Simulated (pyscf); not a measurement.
Four-centre exchange: H₂N–SiH₂–Cl + SiH₄ -> H₂N–SiH₂–Cl + SiH₄

Gas phase, singlet surface, charge 0. Bonds broken: Si2–H9, H6–Si8. Bonds formed: Si2–H6, Si8–H9. Structures and frequencies: ωB97X-D3(BJ)/def2-SVP in PySCF.

Transition state (Å):

```xyz
12

N     -1.4830    -0.9467    -0.9545
Si    -0.1344    -0.2981    -0.1357
Cl     0.6240    -2.1511     0.6047
H     -2.1525    -0.3867    -1.4679
H     -1.6150    -1.9487    -1.0300
H     -0.2614     0.1449     1.4234
H      1.1286     0.3055    -0.6195
Si    -1.0883     1.5825     1.3398
H     -0.8274     1.1902    -0.3442
H     -1.1799     1.4331     2.8396
H     -2.5143     1.7648     0.9380
H     -0.1275     2.6962     1.1140
```

One imaginary mode, 317i cm⁻¹; descent along it reached the two sides named.

```json
[
 {"bond": "Si2–H9", "change": "breaks", "reactant side (Å)": "1.483", "saddle": "1.655", "product side": "3.1"},
 {"bond": "H6–Si8", "change": "breaks", "reactant side (Å)": "1.488", "saddle": "1.661", "product side": "3.5"},
 {"bond": "Si2–H6", "change": "forms", "reactant side (Å)": "3.3", "saddle": "1.626", "product side": "1.482"},
 {"bond": "Si8–H9", "change": "forms", "reactant side (Å)": "3.2", "saddle": "1.749", "product side": "1.489"}
]
```

Electronic energies relative to the separated reactants (eV):

| level | barrier | reaction energy | reverse barrier |
|---|---|---|---|
| ωB97X-D3(BJ)/def2-TZVP | 1.63 | 0.00 | 1.63 |
| PBE/def2-TZVP | 1.59 | 0.00 | 1.59 |
| r²SCAN/def2-TZVP | 1.61 | 0.00 | 1.61 |
| B3LYP-D3(BJ)/def2-TZVP | 1.78 | 0.00 | 1.78 |
| PBE0-D3(BJ)/def2-TZVP | 1.56 | 0.00 | 1.56 |
| M06-2X/def2-TZVP | 1.78 | 0.00 | 1.78 |
| ωB97M-D3(BJ)/def2-TZVP | 1.76 | 0.00 | 1.76 |
| HF/def2-TZVP | 2.56 | 0.00 | 2.56 |

With ωB97M-D3(BJ)/def2-TZVP energies and thermal terms (ideal gas, 1 atm, RRHO with modes under 100 cm⁻¹ raised to 100, one conformer, R ln 2 for chiral ones without a mode under 150 cm⁻¹), in eV:

```tsv
T (K)	ΔH‡	ΔG‡	ΔH	ΔG
298	1.82	2.29	0.00	0.00
600	1.82	2.77	0.00	0.00
900	1.84	3.24	0.00	0.00
1200	1.86	3.70	0.00	0.00
```

At the saddle there is also a short Si–Si contact that neither side keeps. This is the saddle that the search found; another between the same sides may lie lower.
